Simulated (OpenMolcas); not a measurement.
# A workflow on NH3 (ammonia)

Aim: the energy (UHF/STO-3G), then the energy (CASSCF(2,2)/STO-3G), then the energy (CASPT2(2,2)/STO-3G), then a single-point energy (SC-NEVPT2(2,2)/STO-3G), then a single-point energy (MRCI(2,2)/STO-3G) of NH3 (ammonia). 

The results are computed with OpenMolcas 26.06.

### Step 1. The molecule

The species is NH3 (4 atoms), meant as a singlet with charge 0. SMILES: `N`. The N1–H3 distance was set to 2.025 Å, away from the relaxed value. At this shape a bond of the SMILES string is far longer than usual.

Bond lengths: N1–H2 1.013 Å, N1–H4 1.013 Å. Angles: H2–N1–H4 107.7°.

### Step 2. A single-point energy at UHF/STO-3G (run 1)

Input file struct.xyz:

```xyz
4

N      0.755649     0.786286     0.334473
H      1.315739     0.242986     0.979793
H     -0.891960    -0.300620    -0.118350
H      1.291999     0.901706    -0.516677
```

Input file step1.inp:

```
&GATEWAY
BasLib=$CurrDir
Coord=struct.xyz
Basis=STO-3G
Group=NoSym
&SEWARD
&SCF
UHF
Scramble=0.25
PrOrbitals=1 1
```

The basis set STO-3G is read from a file made from the Basis Set Exchange's data (not shown).

Command:

```
export MOLCAS_MEM=1860
pymolcas step1.inp > step1.log
```

The log of the run:

```text
--- Start Module: gateway ---
[...]
--- Stop Module: gateway /rc=_RC_ALL_IS_WELL_ ---
--- Start Module: seward ---
[...]
      Basis functions            8
--- Stop Module: seward /rc=_RC_ALL_IS_WELL_ ---
--- Start Module: scf ---
[...]
       Convergence after  15 Iterations
[...]
::    Total SCF energy                                -55.3029711861
[...]
      Total spin, S                                     0.5879407317
[...]
      Total electronic charge=   10.000000
      Total            charge=   -0.000000
[...]
      Dipole Moment (debye):
      Origin of the operator (angstrom)=    0.7230    0.6966    0.2955
                   X=  1.6383E+00               Y= -7.3160E-01               Z= -3.4804E-01           Total=  1.8277E+00
      Quadrupole Moment (debye*angstrom):
[...]
--- Stop Module: scf /rc=_RC_ALL_IS_WELL_ ---
[...]
```

Wall time 1.7 s (1 thread of Arm Neoverse V1, shared host); peak memory 0.37 GiB.

### Step 3. The energy at CASSCF(2,2)/STO-3G (run 2)

struct.xyz is that of step 2.

Input file step2.inp:

```
>>> EXPORT MOLCAS_PRINT=2
&gateway
baslib=$CurrDir
coord=struct.xyz
basis=STO-3G
group=NoSym
&seward
&rasscf
fileorb=$CurrDir/step1.UnaOrb
spin=1
nactel=2 0 0
inactive=4
ras2=2
orblisting=Nothing
orbappear=Compact
```

The basis set STO-3G is read from a file made from the Basis Set Exchange's data (not shown).

Command:

```
export MOLCAS_MEM=1860
pymolcas step2.inp > step2.log
```

The log of the run:

```text
--- Start Module: gateway ---
[...]
--- Stop Module: gateway /rc=_RC_ALL_IS_WELL_ ---
--- Start Module: seward ---
[...]
      Basis functions            8
--- Stop Module: seward /rc=_RC_ALL_IS_WELL_ ---
--- Start Module: rasscf ---
[...]
      Number of active orbitals                  2
[...]
      Spin quantum number                      0.0
[...]
      Active orbitals                            2
[...]
      Number of CSFs                             3
[...]
      Number of root(s) required                 1
[...]
      Convergence after 12 iterations
[...]
      printout of CI-coefficients larger than  0.05 for root  1
      energy=     -55.316084
      conf/sym  11     Coeff  Weight
             1  20  -0.86645 0.75073
             3  02   0.49927 0.24927
      Natural orbitals and occupation numbers for root  1
      sym 1:   1.501463   0.498537
      ************************************************************************************************************************
      *                                                    Final results                                                     *
[...]
::    RASSCF root number  1 Total energy:    -55.31608372
[...]
      Total electronic charge=   10.000000
      Total            charge=   -0.000000
[...]
      Dipole Moment (debye):
      Origin of the operator (angstrom)=    0.7230    0.6966    0.2955
                   X=  1.4869E+00               Y= -9.0093E-01               Z= -4.2019E-01           Total=  1.7886E+00
      Quadrupole Moment (debye*angstrom):
[...]
--- Stop Module: rasscf /rc=_RC_ALL_IS_WELL_ ---
[...]
```

Wall time 1.6 s (1 thread of Arm Neoverse V1, shared host); peak memory 0.37 GiB.

### Step 4. A single-point energy at CASPT2(2,2)/STO-3G (run 3)

struct.xyz is that of step 3.

Input file step3.input:

```
* H3N CASPT2

&gateway
 baslib=$CurrDir
 coord=struct.xyz
 basis=STO-3G
 group=NoSym

&seward

&rasscf
 fileorb=$CurrDir/step2.RasOrb
 spin=1
 nactel=2 0 0
 inactive=4
 ras2=2
 orblisting=Nothing
 orbappear=Compact

&caspt2
 imaginary=0.1
 frozen=1
```

The basis set STO-3G is read from a file made from the Basis Set Exchange's data (not shown).

Command:

```
export MOLCAS_MEM=1860
pymolcas step3.input > step3.log
```

The log of the run:

```text
--- Start Module: gateway ---
[...]
--- Stop Module: gateway /rc=_RC_ALL_IS_WELL_ ---
[...]
      Basis functions            8
[...]
--- Start Module: rasscf ---
[...]
      Number of active orbitals                  2
[...]
      Spin quantum number                      0.0
[...]
      Active orbitals                            2
[...]
      Number of CSFs                             3
[...]
      Number of root(s) required                 1
[...]
      Convergence after  4 iterations
[...]
      printout of CI-coefficients larger than  0.05 for root  1
      energy=     -55.316084
      conf/sym  11     Coeff  Weight
             1  20  -0.86645 0.75073
             3  02   0.49927 0.24927
      Natural orbitals and occupation numbers for root  1
      sym 1:   1.501463   0.498537
      ************************************************************************************************************************
      *                                                    Final results                                                     *
[...]
::    RASSCF root number  1 Total energy:    -55.31608372
[...]
      Total electronic charge=   10.000000
      Total            charge=   -0.000000
[...]
      Dipole Moment (debye):
      Origin of the operator (angstrom)=    0.7230    0.6966    0.2955
                   X=  1.4869E+00               Y= -9.0094E-01               Z= -4.2020E-01           Total=  1.7886E+00
      Quadrupole Moment (debye*angstrom):
[...]
--- Stop Module: rasscf /rc=_RC_ALL_IS_WELL_ ---
--- Start Module: caspt2 ---
[...]
 ###    WARNING: User changed nr of frozen orbitals.                         ###
 ###############################################################################
[...]
      E2 (Variational):          -0.0335471545
      Total energy:             -55.3496308772
[...]
      Reference weight:           0.98660
[...]
::    CASPT2 Root  1     Total energy:    -55.34963088
[...]
--- Stop Module: caspt2 /rc=_RC_ALL_IS_WELL_ ---
[...]
```

Wall time 1.6 s (1 thread of Arm Neoverse V1, shared host); peak memory 0.37 GiB.

### Step 5. A single-point energy at SC-NEVPT2(2,2)/STO-3G (run 4)

struct.xyz is that of step 4.

Input file step4.inp:

```
* H3N NEVPT2

&GATEWAY
 BASLIB=$CurrDir
 COORD=struct.xyz
 BASIS=STO-3G
 GROUP=NoSym

&SEWARD

&RASSCF
 FILEORB=$CurrDir/step2.RasOrb
 SPIN=1
 NACTEL=2 0 0
 INACTIVE=4
 RAS2=2
 ORBLISTING=Nothing
 ORBAPPEAR=Compact

&CASPT2
 SC-NEVPT2
 FROZEN=1
```

The basis set STO-3G is read from a file made from the Basis Set Exchange's data (not shown).

Command:

```
export MOLCAS_MEM=1860
pymolcas step4.inp > step4.log
```

The log of the run:

```text
--- Start Module: gateway ---
[...]
--- Stop Module: gateway /rc=_RC_ALL_IS_WELL_ ---
[...]
      Basis functions            8
[...]
--- Start Module: rasscf ---
[...]
      Number of active orbitals                  2
[...]
      Spin quantum number                      0.0
[...]
      Active orbitals                            2
[...]
      Number of CSFs                             3
[...]
      Number of root(s) required                 1
[...]
      Convergence after  4 iterations
[...]
      printout of CI-coefficients larger than  0.05 for root  1
      energy=     -55.316084
      conf/sym  11     Coeff  Weight
             1  20  -0.86645 0.75073
             3  02   0.49927 0.24927
      Natural orbitals and occupation numbers for root  1
      sym 1:   1.501463   0.498537
      ************************************************************************************************************************
      *                                                    Final results                                                     *
[...]
::    RASSCF root number  1 Total energy:    -55.31608372
[...]
      Total electronic charge=   10.000000
      Total            charge=   -0.000000
[...]
      Dipole Moment (debye):
      Origin of the operator (angstrom)=    0.7230    0.6966    0.2955
                   X=  1.4869E+00               Y= -9.0094E-01               Z= -4.2020E-01           Total=  1.7886E+00
      Quadrupole Moment (debye*angstrom):
[...]
--- Stop Module: rasscf /rc=_RC_ALL_IS_WELL_ ---
--- Start Module: caspt2 ---
[...]
 ###    WARNING: User changed nr of frozen orbitals.                         ###
 ###############################################################################
[...]
      E2 (Variational):          -0.0335165471
[...]
      E2 (Variational):          -0.0334478139
      Total energy:             -55.3495315366
[...]
      Reference weight:           0.98669
[...]
::    SC-NEVPT2 Root  1     Total energy:    -55.34953154
[...]
--- Stop Module: caspt2 /rc=_RC_ALL_IS_WELL_ ---
[...]
```

Wall time 1.6 s (1 thread of Arm Neoverse V1, shared host); peak memory 0.37 GiB.

### Step 6. The energy at MRCI(2,2)/STO-3G (run 5)

struct.xyz is that of step 5.

Input file step5.input:

```
&GATEWAY
BasLib = $CurrDir
Coord = struct.xyz
Basis = STO-3G
Group = NoSym
&SEWARD
&RASSCF
FileOrb = $CurrDir/step2.RasOrb
Spin = 1
Nactel = 2 0 0
Inactive = 4
Ras2 = 2
OrbListing = Nothing
OrbAppear = Compact
&MOTRA
LumOrb
Frozen = 1
&GUGA
Electrons = 8
Spin = 1
Inactive = 3
Active = 2
CIAll = 1
&MRCI
SDCI
```

The basis set STO-3G is read from a file made from the Basis Set Exchange's data (not shown).

Command:

```
export MOLCAS_MEM=1860
pymolcas step5.input > step5.log
```

The log of the run:

```text
--- Start Module: gateway ---
[...]
--- Stop Module: gateway /rc=_RC_ALL_IS_WELL_ ---
[...]
      Basis functions            8
[...]
      Number of active orbitals                  2
[...]
      Spin quantum number                      0.0
[...]
      Active orbitals                            2
[...]
      Number of CSFs                             3
[...]
      Number of root(s) required                 1
[...]
      Convergence after  4 iterations
[...]
      printout of CI-coefficients larger than  0.05 for root  1
      energy=     -55.316084
      conf/sym  11     Coeff  Weight
             1  20  -0.86645 0.75073
             3  02   0.49927 0.24927
      Natural orbitals and occupation numbers for root  1
      sym 1:   1.501463   0.498537
      ************************************************************************************************************************
      *                                                    Final results                                                     *
[...]
::    RASSCF root number  1 Total energy:    -55.31608372
[...]
      Dipole Moment (debye):
      Origin of the operator (angstrom)=    0.7230    0.6966    0.2955
                   X=  1.4869E+00               Y= -9.0094E-01               Z= -4.2020E-01           Total=  1.7886E+00
      Quadrupole Moment (debye*angstrom):
[...]
      *** WARNING: Default frozen orbitals is overwritten by user input.
      *** Default values:   1
[...]
--- Start Module: guga ---
[...]
--- Stop Module: guga /rc=_RC_ALL_IS_WELL_ ---
--- Start Module: mrci ---
[...]
       (But an ACPF correction will be computed)
       USE THE DEFAULT ACPF G-VALUE GFAC=  0.25000000000000000
[...]
                      CI ENERGY:   -55.36316486
[...]
                ACPF CORRECTION:    -0.00097961
[...]
      Total electronic charge=   10.000000
      Total            charge=   -0.000000
[...]
     ACPF CORRECTION:     -0.00097961
[...]
  CI State   1     Total energy:    -55.36316486     QDav:     -0.00131528     QACPF:     -0.00097961
[...]
--- Stop Module: mrci /rc=_RC_ALL_IS_WELL_ ---
[...]
```

It took 1.6 s on 1 thread of Arm Neoverse V1, shared host; peak memory 0.37 GiB.

### Step 7. Results

| quantity | value |
| --- | --- |
| run 1, UHF/STO-3G: total energy | -55.30297 Eh |
| run 1, UHF/STO-3G: dipole moment | 1.83 D |
| run 1, UHF/STO-3G: HOMO energy | -9.37 eV |
| run 1, UHF/STO-3G: LUMO energy | 8.82 eV |
| run 1, UHF/STO-3G: HOMO–LUMO gap | 18.19 eV |
| run 1, UHF/STO-3G: ⟨S²⟩ | 0.934 |
| run 2, CASSCF(2,2)/STO-3G: total energy | -55.31608 Eh |
| run 2, CASSCF(2,2)/STO-3G: dipole moment (CASSCF density) | 1.79 D |
| run 3, CASPT2(2,2)/STO-3G: total energy | -55.34963 Eh |
| run 3, CASPT2(2,2)/STO-3G: dipole moment (CASSCF density) | 1.79 D |
| run 4, SC-NEVPT2(2,2)/STO-3G: total energy | -55.34953 Eh |
| run 4, SC-NEVPT2(2,2)/STO-3G: dipole moment (CASSCF density) | 1.79 D |
| run 5, MRCI(2,2)/STO-3G: total energy | -55.36316 Eh |
| run 5, MRCI(2,2)/STO-3G: dipole moment (CASSCF density) | 1.79 D |

What this shows: ⟨S²⟩ (run 1, UHF/STO-3G) is 0.93 where a pure singlet has 0.00: the reference is spin-contaminated. Mulliken charges (run 3, CASPT2(2,2)/STO-3G) of the CASSCF density run from -0.30 on N1 to +0.15 on H2; they depend strongly on the basis. Mulliken charges (run 4, SC-NEVPT2(2,2)/STO-3G) of the CASSCF density run from -0.30 on N1 to +0.15 on H2.
